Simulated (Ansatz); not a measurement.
Geometry optimisation, UKS CAM-B3LYP-D4/def2-SVP (Ansatz).

input.yaml

```yaml
crystal:
  periodic: [false, false, false]
  atoms:
    - { symbol: C, position_ang: [0.36168, -0.37666, -0.5479] }
    - { symbol: "N", position_ang: [-0.61212, -1.02161, 0.5006] }
    - { symbol: Si, position_ang: [-0.49651, 0.58629, 0.76966] }
    - { symbol: H, position_ang: [-0.00055, -0.40557, -1.56746] }
    - { symbol: H, position_ang: [1.39246, -0.6921, -0.44955] }
    - { symbol: H, position_ang: [-1.23392, -1.55924, 1.13772] }
magnetization:
  spin_polarized: true
basis:
  gaussian: { orbitals: def2-SVP }
hamiltonian:
  xc: cam_b3lyp
  dispersion: d4
relax:
  f_tol: 0.02
  max_steps: 50
```

Run as:

```bash
$ ansatz run input.yaml --threads 2 --pin off --max-ram 3072MiB --backend cpu --events-out ev --progress --plain --runs-dir out
```

Question: Where does it end, and by what steps?

Answer: The forces met the threshold. After 6 steps the energy has fallen by 1.130 eV; H6 moved furthest, 0.43 Å.

```csv
step,energy less start (eV),largest force component (eV/Å),accepted
0,0.0000,2.815,yes
1,-0.4693,1.968,yes
2,-1.0131,1.255,yes
3,-1.0928,1.089,yes
4,-1.1233,0.773,yes
5,-1.1302,0.063,yes
6,-1.1303,0.006,yes
```

```xyz
6
Properties=species:S:1:pos:R:3
C 0.283 -0.440 -0.466
N -0.640 -0.824 0.586
Si -0.458 0.831 0.784
H -0.086 -0.504 -1.501
H 1.321 -0.794 -0.372
H -1.010 -1.739 0.812
```

Whether the end is a true minimum wasn't checked by a vibrational analysis.

Time of the run: 5.2 s on 2 threads of AMD EPYC 9R45 96-Core Processor (Zen 5), with other jobs on the host, peak memory 0.17 GiB.
